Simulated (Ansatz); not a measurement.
# B$_{2}$H⁺, triplet in 6-31G: errors against full CI

Geometry: that of the B2H, quartet, kept fixed.

```xyz
3

B     0.0000    0.0000    0.1141
B     0.0000    0.0000   -1.4064
H     0.0000    0.0000    1.2923
```

Basis 6-31G; Ansatz 0.2.0. Only valence electrons are correlated (noble-gas cores frozen), which leaves 6 electrons in 18 orbitals. Prefix R: restricted or restricted open-shell reference; prefix U: unrestricted. Active spaces: valence = (6e, 9o) chosen from the atoms' valence shells.

Full CI is exact within this basis and frozen core; it isn't the basis-set limit. The frozen core follows each run's orbitals, which can shift R against U totals by a few meV.

For open shells CISD and CISDTQ are restricted-active-space CI with the open shells as a complete middle space.

```
UHF ⟨S²⟩                          : 2.001
T1 diagnostic (RCCSD)             : 0.0178
largest doubles amplitude (RCCSD) : 0.071
T1 diagnostic (UCCSD)             : 0.0155
```

```csv
level,E − E(full CI) (meV),share of correlation (%),wall time
RHF,1911,0.00,–
UHF,1901,0.54,–
RMP2,592,69.03,–
UMP2,588,69.26,–
CISD,88,95.37,0.69 s
RCCSD,51,97.34,–
UCCSD,50,97.37,–
RCCSD(T),17,99.10,0.64 s
UCCSD(T),17,99.11,0.51 s
BCCD(T),17,99.13,0.94 s
RCCSDT,2,99.91,–
UCCSDT,2,99.92,–
CISDTQ,1,99.95,1.5 s
RCCSDT(Q),1,99.97,3.1 s
UCCSDT(Q),0,99.98,2.8 s
RCCSDTQ,0,99.99,13 s
UCCSDTQ,0,100.00,12 s
CASSCF (valence space),397,79.22,–
NEVPT2 (valence space),119,93.76,2.4 s
NEVPT4(SD) (valence space),16,99.15,4.1 s
MRCISD (valence space),6,99.71,–
MRCISD+Q (valence space),2,99.89,4.4 s
```

The correlation energy at full CI, counted from RHF, is -1.911 eV. That run took 1.9 s on 1 thread of Intel Xeon Platinum 8259CL, shared host over 166,400 determinants.

Times hold each run's SCF and search for its determinant on a shared host, so for small cases they say little of a method's own cost; they ran on 1 thread of Intel Xeon Platinum 8259CL.

The full-CI state has the irrep B1 of C2v, in the program's axes (one component, if the state is degenerate).

Natural occupations of full CI about the gap: 1.965 1.953 0.991 0.987 0.023 0.023 0.023 0.012 0.009 0.004; effectively unpaired electrons, Σ n²(2−n)², 2.02.
